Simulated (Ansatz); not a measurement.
The input, for Ansatz 0.2.0:

```yaml
crystal:
  periodic: [false, false, false]
  atoms:
    - {symbol: Si, position_ang: [0.000000, 0.000000, 0.000000]}
    - {symbol: Si, position_ang: [0.000000, 0.000000, 2.397800]}
basis:
  gaussian: {orbitals: aug-cc-pVDZ}
total_charge: -1
magnetization: {spin_polarized: false, initial_magnetization: 5}
correlation: {method: ccsd, electrons: valence, diis_vectors: 2}
```

```sh
$ ansatz run in.yaml --threads 1 --pin off --events-out ev --progress --plain --max-ram 2393MiB
```

Output:

```
560 factors; integrals over basis functions are off by at most 7.4e-4 eV
mean field evaluation 1: about -15714.7065 eV, gradient 1.7e1 eV
mean field evaluation 2: about -15714.7077 eV, gradient 1.7e1 eV
mean field evaluation 4: about -15721.4986 eV, gradient 4.1e0 eV
mean field evaluation 8: about -15721.6649 eV, gradient 9.6e-2 eV
mean field evaluation 16: about -15721.6315 eV, gradient 1.8e0 eV
mean field evaluation 32: about -15720.6574 eV, gradient 2.0e0 eV
mean field evaluation 64: about -15721.6621 eV, gradient 6.0e-1 eV
mean field evaluation 96: about -15718.9292 eV, gradient 1.8e-1 eV
mean field evaluation 128: about -15718.1476 eV, gradient 2.4e0 eV
mean field evaluation 160: about -15715.2529 eV, gradient 1.5e-2 eV
mean field evaluation 192: about -15713.8472 eV, gradient 4.8e-2 eV
mean field evaluation 224: about -15714.6917 eV, gradient 1.4e-1 eV
mean field evaluation 256: about -15718.3294 eV, gradient 1.2e0 eV
mean field evaluation 288: about -15719.0472 eV, gradient 1.4e-1 eV
mean field evaluation 320: about -15718.8507 eV, gradient 6.8e-2 eV
mean field -15721.66515373 eV, -577.7605378721 hartree, gradient 1.9e-6 eV, S^2 8.750000; 11 other end points of the search recorded, 0 dependent functions left out
mean field evaluation 352: about -15721.6546 eV, gradient 7.4e-1 eV
determinant -15721.66515373 eV, -577.7605378721 hartree, with singles and doubles -15726.01327013 eV, -577.9203282027 hartree
determinant -15719.80384126 eV, -577.6921359005 hartree, with singles and doubles -15724.25132822 eV, -577.8555780318 hartree
determinant -15719.05449848 eV, -577.6645980615 hartree, with singles and doubles -15723.61369403 eV, -577.8321454076 hartree
determinant -15718.92908797 eV, -577.6599893101 hartree, with singles and doubles -15723.29210182 eV, -577.8203271116 hartree
determinant -15718.85088872 eV, -577.6571155405 hartree, with singles and doubles -15723.23118871 eV, -577.8180885961 hartree
determinant -15718.34110212 eV, -577.6383812286 hartree, with singles and doubles -15722.68357762 eV, -577.7979642597 hartree
determinant -15718.19744123 eV, -577.6331017884 hartree, with singles and doubles -15722.60107314 eV, -577.7949322763 hartree
10 core orbitals not correlated: weight in the atoms' cores, before any rotation towards them, 1.000 or more for the frozen orbitals, at most 0.000 for the correlated occupied ones
reference -15721.66515373 eV, -577.7605378721 hartree; 7, 2 occupied and 37, 42 virtual orbitals, 560 factors
second order -3.52369201 eV of doubles, -0.03157966 eV of singles
cycle   1  -4.34808563 eV  change    3.1e-5 eV  update   3.0e-4
cycle   2  -4.34806458 eV  change    2.1e-5 eV  update   1.8e-4
cycle   3  -4.34805616 eV  change    8.4e-6 eV  update   5.6e-5
cycle   4  -4.34806096 eV  change   -4.8e-6 eV  update   1.8e-5
cycle   5  -4.34807181 eV  change   -1.1e-5 eV  update   8.6e-6
cycle   6  -4.34807574 eV  change   -3.9e-6 eV  update   2.9e-6
Total energy: -15726.01322947 eV, -577.9203267083 hartree
```

Ran on 1 thread of Arm Neoverse V2, shared host: 6.5 s wall, 0.14 GiB peak host memory.
